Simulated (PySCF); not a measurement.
# SiO + 2 HCl → H₂SiO + Cl₂

Level: PBE0 in the def2-TZVP basis family, all electrons, no relativity, computed in PySCF with density fitting; open shells unrestricted.

| species | state and structure | E (Eh) | ZPE (kJ/mol) | H(298 K) − H(0) (kJ/mol) | S° (J/(mol K)) |
| --- | --- | --- | --- | --- | --- |
| SiO | singlet, C∞v, Si–O 1.509 Å | -364.55822 | 7.6 | 8.7 | 211.5 |
| HCl | singlet, C∞v, H–Cl 1.279 Å | -460.66440 | 17.9 | 8.7 | 186.6 |
| H₂SiO | singlet, C2v, Si–H 1.486 Å (×2), Si–O 1.516 Å; H–Si–H 111.9°, H–Si–O 124.0° (×2) | -365.73762 | 48.4 | 10.7 | 235.0 |
| Cl₂ | singlet, D∞h, Cl–Cl 1.982 Å | -920.08940 | 3.5 | 9.1 | 222.5 |

(1) What is the electronic reaction energy?

(2) Add zero-point, thermal and entropy terms for 298.15 K and 1 bar.

Results:

(1) At PBE0/def2-TZVP, ΔE = 157.5 kJ/mol from the differences of the total energies times 2625.5, uphill. 

(2) ΔZPE = 8.5 and Δ[H(298) − H(0)] = -6.3 kJ/mol give ΔH° = 159.7 kJ/mol. ΔS° = -127.2 J/(mol K), so ΔG° = 159.7 − 298.15 × (-0.1272) = 198 kJ/mol.

Only the bonding shown was studied: isomers, or loss of a ligand pair, can lie lower.
